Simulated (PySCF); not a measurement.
**Diatomic anions of Mg with the third period**

PBE0 with double-zeta basis sets in PySCF, for the lowest determinant that a PBE0 search found; no spin–orbit coupling. De refers to high-spin ground-configuration atoms (the charge goes to the atom of lower measured ionisation energy or higher electron affinity, which is not always the lowest computed limit). A positive dipole points towards Mg; it is taken about the centre of mass and depends on that origin.

```
 M                        basis  charged atom  state (unpaired electrons)  Re (Å)  ωe (cm⁻¹)  De (eV)  μ (D)
Na                  aug-cc-pVDZ           Na−      singlet (closed shell)   3.739       86.2     0.33   4.03
Al               aug-cc-pVDZ-DK           Al−              triplet (π ↑↑)   2.753        241     0.95   1.19
Si                  aug-pcseg-1           Si−         quartet (σ ↑, π ↑↑)   2.720        236     0.98  -0.16
 S  aug-cc-pVDZ/aug-cc-pV(D+d)Z            S−               doublet (σ ↑)   2.232        476     2.19   2.02
Cl  aug-cc-pVDZ/aug-cc-pV(D+d)Z           Cl−      singlet (closed shell)   2.420        290     1.24  -3.74
```

The shortest bond is that of MgS⁻ (2.232 Å), the longest that of NaMg⁻ (3.739 Å). MgS⁻ is bound most strongly (2.19 eV) and NaMg⁻ least (0.33 eV).

The rows differ in basis set, which adds steps of its own.

The state changes along the series, so neighbouring rows are not always alike in their bonding.

Closed-shell solutions of metal pairs were not tested for spin polarisation, which can lower them a little. Weak bonds: NaMg⁻. Basis-set superposition, not corrected here, can be much of De in a small basis, most of all at correlated wavefunction levels. For an ion De counts to the pair picked by the measured ionisation energies or electron affinities, which need not be the lowest pair at this level. The highest Kohn–Sham level is positive in some of these anions. Much of that is self-interaction error, but it also means that the finite basis helps to hold the extra electron. States were picked by a PBE0 search and need not be the measured ground states.
